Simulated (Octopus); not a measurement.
# A workflow on BH3 (borane), part 3 of 3

Octopus 16.4. Earlier steps stand in the parts before.

**6. Overview of the runs**

| run | level | box margin | grid spacing | stencil order | partner | energy (Eh) | dipole moment (D) | HOMO energy (eV) | largest force (eV/Å) | wall time |
| --- | --- | --- | --- | --- | --- | --- | --- | --- | --- | --- |
| 1 | PW92 LDA (scalar, in the pseudopotentials, pseudodojo_lda potentials, box margin 3.49998 angstrom, extra states 0, grid spacing 0.189975 angstrom, mix field default) | 3.49998 | 0.189975 | 4 | base | -4.618741 | 0.00 | -8.47 | 0.104 | 2.1 s |
| 2 | PW92 LDA (scalar, in the pseudopotentials, pseudodojo_lda potentials, box margin 4 angstrom, extra states 0, grid spacing 0.189975 angstrom, mix field default) | 4 | 0.189975 | 4 | base | -4.619068 | 0.00 | -8.49 | 0.112 | 2.8 s |
| 3 | PW92 LDA (scalar, in the pseudopotentials, pseudodojo_lda potentials, box margin 5 angstrom, extra states 0, grid spacing 0.19 angstrom, mix field default) | 5 | 0.19 | 4 | base | -4.619152 | 0.00 | -8.49 | 0.115 | 4.8 s |
| 4 | PW92 LDA (scalar, in the pseudopotentials, pseudodojo_lda potentials, box margin 6 angstrom, extra states 0, grid spacing 0.19 angstrom, mix field default) | 6 | 0.19 | 4 | base | -4.619155 | 0.00 | -8.49 | 0.115 | 8.1 s |
| 5 | PW92 LDA (scalar, in the pseudopotentials, pseudodojo_lda potentials, box margin 7 angstrom, extra states 0, grid spacing 0.19 angstrom, mix field default) | 7 | 0.19 | 4 | base | -4.619155 | 0.00 | -8.49 | 0.115 | 13 s |
| 6 | PZ81 LDA (scalar, in the pseudopotentials, hscv_lda potentials, box margin 4.5 angstrom, extra states 0, grid spacing 0.15 angstrom, mix field default) | 4.5 | 0.15 | 3 | base | -4.514749 | 0.00 | -8.49 | 0.088 | 9 s |
| 7 | PZ81 LDA (scalar, in the pseudopotentials, hscv_lda potentials, box margin 4.5 angstrom, extra states 0, grid spacing 0.15 angstrom, mix field default) | 4.5 | 0.15 | 4 | base | -4.514103 | 0.00 | -8.49 | 0.089 | 10 s |
| 8 | PZ81 LDA (scalar, in the pseudopotentials, hscv_lda potentials, box margin 4.50002 angstrom, extra states 0, grid spacing 0.150022 angstrom, mix field default) | 4.50002 | 0.150022 | 6 | base | -4.513846 | 0.00 | -8.49 | 0.090 | 12 s |
| 9 | PZ81 LDA (scalar, in the pseudopotentials, hscv_lda potentials, box margin 4.50002 angstrom, extra states 0, grid spacing 0.150022 angstrom, mix field default) | 4.50002 | 0.150022 | 8 | base | -4.513793 | 0.00 | -8.49 | 0.090 | 14 s |
| 10 | PBE (scalar, in the pseudopotentials, sg15 potentials, box margin 4.5 angstrom, extra states 0, grid spacing 0.221 angstrom, mix field default) | 4.5 | 0.221 | 4 | base | -4.549447 | 0.00 | -8.49 | 0.046 | 2.7 s |
| 11 | PBE (scalar, in the pseudopotentials, sg15 potentials, box margin 4.5 angstrom, extra states 0, grid spacing 0.221 angstrom, mix field default) | 4.5 | 0.221 | 4 | B1–H2 1.31 Å | -4.544736 | 0.16 | -8.22 | 2.040 | 2.7 s |
| 12 | PBE (scalar, in the pseudopotentials, sg15 potentials, box margin 4.5 angstrom, extra states 0, grid spacing 0.196 angstrom, mix field default) | 4.5 | 0.196 | 4 | base | -4.552498 | 0.00 | -8.50 | 0.012 | 4.2 s |
| 13 | PBE (scalar, in the pseudopotentials, sg15 potentials, box margin 4.5 angstrom, extra states 0, grid spacing 0.196 angstrom, mix field default) | 4.5 | 0.196 | 4 | B1–H2 1.31 Å | -4.547480 | 0.16 | -8.23 | 2.047 | 4.2 s |
| 14 | PBE (scalar, in the pseudopotentials, sg15 potentials, box margin 4.5 angstrom, extra states 0, grid spacing 0.17 angstrom, mix field default) | 4.5 | 0.17 | 4 | base | -4.551766 | 0.00 | -8.50 | 0.006 | 7.5 s |
| 15 | PBE (scalar, in the pseudopotentials, sg15 potentials, box margin 4.50002 angstrom, extra states 0, grid spacing 0.170025 angstrom, mix field default) | 4.50002 | 0.170025 | 4 | B1–H2 1.31 Å | -4.546839 | 0.16 | -8.23 | 2.046 | 7.8 s |
| 16 | PBE (scalar, in the pseudopotentials, sg15 potentials, box margin 4.5 angstrom, extra states 0, grid spacing 0.15 angstrom, mix field default) | 4.5 | 0.15 | 4 | base | -4.550558 | 0.00 | -8.49 | 0.013 | 11 s |
| 17 | PBE (scalar, in the pseudopotentials, sg15 potentials, box margin 4.5 angstrom, extra states 0, grid spacing 0.15 angstrom, mix field default) | 4.5 | 0.15 | 4 | B1–H2 1.31 Å | -4.545629 | 0.16 | -8.22 | 2.039 | 13 s |
| 18 | PBE (scalar, in the pseudopotentials, sg15 potentials, box margin 4.50002 angstrom, extra states 0, grid spacing 0.132982 angstrom, mix field default) | 4.50002 | 0.132982 | 4 | base | -4.550892 | 0.00 | -8.49 | 0.013 | 17 s |
| 19 | PBE (scalar, in the pseudopotentials, sg15 potentials, box margin 4.5 angstrom, extra states 0, grid spacing 0.133 angstrom, mix field default) | 4.5 | 0.133 | 4 | B1–H2 1.31 Å | -4.546004 | 0.16 | -8.23 | 2.041 | 19 s |
| 20 | PZ81 LDA (scalar, in the pseudopotentials, hgh_lda potentials, box margin 4.50002 angstrom, extra states 0, grid spacing 0.169019 angstrom, mix field default) | 4.50002 | 0.169019 | 4 | base | -4.509269 | 0.01 | -8.48 | 0.171 | 5.1 s |
| 21 | PZ81 LDA (scalar, in the pseudopotentials, hgh_lda potentials, box margin 4.50002 angstrom, extra states 0, grid spacing 0.149016 angstrom, mix field default) | 4.50002 | 0.149016 | 4 | base | -4.511668 | 0.00 | -8.49 | 0.123 | 7.8 s |
| 22 | PZ81 LDA (scalar, in the pseudopotentials, hgh_lda potentials, box margin 4.5 angstrom, extra states 0, grid spacing 0.13 angstrom, mix field default) | 4.5 | 0.13 | 4 | base | -4.511171 | 0.00 | -8.48 | 0.113 | 12 s |
| 23 | PZ81 LDA (scalar, in the pseudopotentials, hgh_lda potentials, box margin 4.5 angstrom, extra states 0, grid spacing 0.114 angstrom, mix field default) | 4.5 | 0.114 | 4 | base | -4.510842 | 0.00 | -8.48 | 0.114 | 19 s |
| 24 | PZ81 LDA (scalar, in the pseudopotentials, hgh_lda potentials, box margin 4.5 angstrom, extra states 0, grid spacing 0.101 angstrom, mix field default) | 4.5 | 0.101 | 4 | base | -4.510794 | 0.00 | -8.48 | 0.114 | 34 s |
| 25 | PBEsol (scalar, in the pseudopotentials, pseudodojo_pbesol potentials, box margin 3.49998 angstrom, extra states 0, grid spacing 0.189975 angstrom, mix field default) | 3.49998 | 0.189975 | 4 | base | -4.615456 | 0.00 | -8.37 | 0.170 | 2.2 s |
| 26 | PBEsol (scalar, in the pseudopotentials, pseudodojo_pbesol potentials, box margin 4 angstrom, extra states 0, grid spacing 0.19 angstrom, mix field default) | 4 | 0.19 | 4 | base | -4.615787 | 0.00 | -8.39 | 0.178 | 3.3 s |
| 27 | PBEsol (scalar, in the pseudopotentials, pseudodojo_pbesol potentials, box margin 5 angstrom, extra states 0, grid spacing 0.19 angstrom, mix field default) | 5 | 0.19 | 4 | base | -4.615870 | 0.00 | -8.39 | 0.181 | 5.1 s |
| 28 | PBEsol (scalar, in the pseudopotentials, pseudodojo_pbesol potentials, box margin 6 angstrom, extra states 0, grid spacing 0.19 angstrom, mix field default) | 6 | 0.19 | 4 | base | -4.615874 | 0.00 | -8.40 | 0.181 | 9 s |
| 29 | PBEsol (scalar, in the pseudopotentials, pseudodojo_pbesol potentials, box margin 7 angstrom, extra states 0, grid spacing 0.19 angstrom, mix field default) | 7 | 0.19 | 4 | base | -4.615874 | 0.00 | -8.40 | 0.181 | 17 s |

Convergence of the total energy of singlet BH3 with the box margin, against the last point:

| box margin | from the last (mEh) | wall time |
| --- | --- | --- |
| 3.49998 Å | +0.415 | 2.1 s |
| 4 Å | +0.087 | 2.8 s |
| 5 Å | +0.004 | 4.8 s |
| 6 Å | +0.000 | 8.1 s |
| 7 Å | +0.000 | 13 s |

Convergence of the HOMO energy of singlet BH3 with the box margin, against the last point:

| box margin | from the last (eV) | wall time |
| --- | --- | --- |
| 3.49998 Å | +0.0243 | 2.1 s |
| 4 Å | +0.0063 | 2.8 s |
| 5 Å | +0.0004 | 4.8 s |
| 6 Å | +0.0000 | 8.1 s |
| 7 Å | +0.0000 | 13 s |

**7. What came out**

The summary covers parts 1 to 3.

| quantity | value |
| --- | --- |
| run 29, PBEsol: total energy | -4.61587 Eh |
| run 29, PBEsol: dipole moment | 0.00 D |
| run 29, PBEsol: HOMO energy | -8.40 eV |
| run 29, PBEsol: largest force on an atom | 0.181 eV/Å |
| energy change with the B1–H2 bond stretched from 1.193 to 1.313 Å, PBE (run 10, grid spacing 0.221) | 0.128 eV |
| energy change with the B1–H2 bond stretched from 1.193 to 1.313 Å, PBE (run 12, grid spacing 0.196) | 0.137 eV |
| energy change with the B1–H2 bond stretched from 1.193 to 1.313 Å, PBE (run 16, grid spacing 0.15) | 0.134 eV |

In words: For the total energy of singlet BH3 to stay within 0.1 mEh of the last point, 4 Å is the first point of the series from which all later ones do (2.8 s against 13 s). For the HOMO energy of singlet BH3 to stay within 0.02 eV of the last point, 4 Å is the first point of the series from which all later ones do (2.8 s against 13 s). For the HOMO energy of singlet BH3 to stay within 0.005 eV of the last point, 5 Å is the first point of the series from which all later ones do (4.8 s against 13 s). Totals of different functionals can't be ranked against each other. All runs together took 4.7 min, the longest 34 s.
